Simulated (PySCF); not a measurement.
Gas-phase reaction: Al₂H₆ + 6 H + C₆H₆ ⇌ 2 Al(CH₃)₃

Energies from PySCF, thermal terms from the rigid-rotor harmonic-oscillator model, ideal gas at 1 bar. † marks an energy on the PBE0/def2-TZVP geometry and frequencies; other levels use their own. MP2 and CCSD(T) freeze the core. 6-31G* has spherical d functions here. Open shells (unrestricted): H (multiplicity 2); the rest are closed-shell singlets. B3LYP is the form with VWN-RPA correlation. Methyl groups turn as free rotors in Al(CH₃)₃. Al₂H₆: computed as isolated molecules; such fragments, hydroxides, amides, oligomers or adducts are transient or little studied in the gas. MP2 isn't extrapolated to the basis-set limit; its ΔH°(298 K) is -1440.1 kJ in def2-SVP and -1539.6 kJ in def2-TZVPP. CCSD(T) isn't extrapolated to the basis-set limit. The harmonic model lacks anharmonicity and excited electronic states, which grow with temperature; levels with a mode under 35 cm⁻¹ are left out.

```json
[
 {"level": "B3LYP/6-31G*", "ΔE electronic, kJ": "-1752", "ΔH°(298 K), kJ": "-1595", "ΔS°(298 K), J/K": "-538", "ΔG°(600 K), kJ": "-1264"},
 {"level": "BLYP/def2-TZVP†", "ΔE electronic, kJ": "-1720", "ΔH°(298 K), kJ": "-1567", "ΔS°(298 K), J/K": "-536", "ΔG°(600 K), kJ": "-1238"},
 {"level": "CCSD(T)/def2-SVP†", "ΔE electronic, kJ": "-1650", "ΔH°(298 K), kJ": "-1498", "ΔS°(298 K), J/K": "-536", "ΔG°(600 K), kJ": "-1168"},
 {"level": "MP2/def2-SVP†", "ΔE electronic, kJ": "-1592", "ΔH°(298 K), kJ": "-1440", "ΔS°(298 K), J/K": "-536", "ΔG°(600 K), kJ": "-1111"},
 {"level": "MP2/def2-TZVPP†", "ΔE electronic, kJ": "-1692", "ΔH°(298 K), kJ": "-1540", "ΔS°(298 K), J/K": "-536", "ΔG°(600 K), kJ": "-1210"},
 {"level": "PBE/def2-SVP", "ΔE electronic, kJ": "-1664", "ΔH°(298 K), kJ": "-1517", "ΔS°(298 K), J/K": "-534", "ΔG°(600 K), kJ": "-1189"},
 {"level": "PBE/def2-TZVP†", "ΔE electronic, kJ": "-1706", "ΔH°(298 K), kJ": "-1554", "ΔS°(298 K), J/K": "-536", "ΔG°(600 K), kJ": "-1224"},
 {"level": "PBE0/def2-SVP†", "ΔE electronic, kJ": "-1699", "ΔH°(298 K), kJ": "-1547", "ΔS°(298 K), J/K": "-536", "ΔG°(600 K), kJ": "-1217"},
 {"level": "LDA/def2-TZVP†", "ΔE electronic, kJ": "-1853", "ΔH°(298 K), kJ": "-1701", "ΔS°(298 K), J/K": "-536", "ΔG°(600 K), kJ": "-1372"},
 {"level": "ωB97X-V/def2-TZVP†", "ΔE electronic, kJ": "-1766", "ΔH°(298 K), kJ": "-1613", "ΔS°(298 K), J/K": "-536", "ΔG°(600 K), kJ": "-1284"}
]
```
ΔH° is lowest at LDA/def2-TZVP† and highest at MP2/def2-SVP†. No reference value is set beside these.
